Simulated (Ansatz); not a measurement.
## Multireference treatment of C₃H₆, singlet

Calculated in Ansatz's Gaussian-basis code. Basis aug-cc-pVDZ, nonrelativistic, 3 orbitals frozen in the corrections. State-specific CASSCF; RHF is the lowest restricted (open-shell) Hartree–Fock solution met. Solutions may break the symmetry of the shape. Lower solutions, or ones in other orbitals, may exist.

Geometry:

```xyz
9

C     0.0043   -0.2204   -1.2793
C    -0.0251    0.4606   -0.1295
H    -0.1395   -1.2967   -1.3063
H     0.1727    0.2730   -2.2304
H    -0.0828    1.5479   -0.1618
C     0.0158   -0.1653    1.2304
H     0.0731   -1.2545    1.1597
H     0.8821    0.1871    1.7998
H    -0.8762    0.0940    1.8098
```

(1) What do CASSCF and its corrections give against RHF in CAS(2,2), and what are the occupations?

(2) Roughly how much CPU time does a whole run from the default start take (median of such runs, summed over threads; nearly all runs on one pinned thread of a shared server, mostly Xeon at 2.3 to 2.6 GHz, by a development driver)?

## Answers

(1) CASSCF -0.733 eV, SC-NEVPT2 -11.858 eV; occupations 1.92, 0.08.

(2) CAS(2,2): about 7.4 s. Other jobs ran beside these, and the count of passes differs.
